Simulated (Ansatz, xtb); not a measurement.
# Isomers of C3H2F in order of energy

4 gas-phase structures of C3H2F, found in a search over its isomers (lower ones may exist). Each was relaxed with GFN2-xTB:

A. `FC1=C[CH]1`, a doublet
B. `[CH]=C=CF`, a doublet
C. a doublet given by its coordinates
D. `[CH2]C#CF`, a doublet

C (Å):

```yaml
atoms:
  - { symbol: C, position_ang: [-1.3638, -1.4158, 0.3312] }
  - { symbol: C, position_ang: [-2.4156, -1.0673, 1.0647] }
  - { symbol: C, position_ang: [-1.7438, -0.0058, 0.3196] }
  - { symbol: F, position_ang: [-1.0107, 0.9962, 0.8955] }
  - { symbol: H, position_ang: [-0.6755, -2.1735, 0.0431] }
  - { symbol: H, position_ang: [-3.1574, -1.3530, 1.7712] }
```

Close contacts (Å): C1–C2 1.33, C1–C3 1.46, C2–C3 1.46, C3–F4 1.37, C1–H5 1.06, C2–H6 1.06.

Q: Make a reasoned guess at their ranking by r2SCAN-D4/def2-SVP single-point energy.

A: Calculated order at r2SCAN-D4/def2-SVP: B (0.0), D (45.2), C (94.7), A (109.3) kJ/mol.

Energies above the lowest of each column, in kJ/mol; the last columns are at PBE-D3(BJ)/def2-SVP geometries and were run for some of them only (a dash: not run or not comparable):

| structure | GFN2-xTB | HF/STO-3G | r2SCAN-D4/def2-SVP | PBE-D3(BJ)/def2-SVP | CCSD(T)/def2-SVP |
| --- | --- | --- | --- | --- | --- |
| B | 0.0 | 0.0 | 0.0 | 0.0 | 0.0 |
| D | 14.3 | 22.7 | 45.2 | 39.8 | 50.3 |
| C | 129.2 | 139.7 | 94.7 | 91.0 | 99.1 |
| A | 137.1 | 149.0 | 109.3 | – | – |

Every level run on B puts it lowest or level with the lowest. Frequencies (PBE-D3(BJ)/def2-SVP) were run for B, C, D alone. Open shells are spin-unrestricted, some with notable spin contamination.

Over these structures GFN2-xTB departs from r2SCAN-D4/def2-SVP by 23.3 kJ/mol on average once a common shift is removed. A GFN2-xTB relaxation took about 0.05 s and the r2SCAN-D4/def2-SVP energy about 2.5 s on a shared host (Ansatz 0.2.0, xtb 6.7.1).
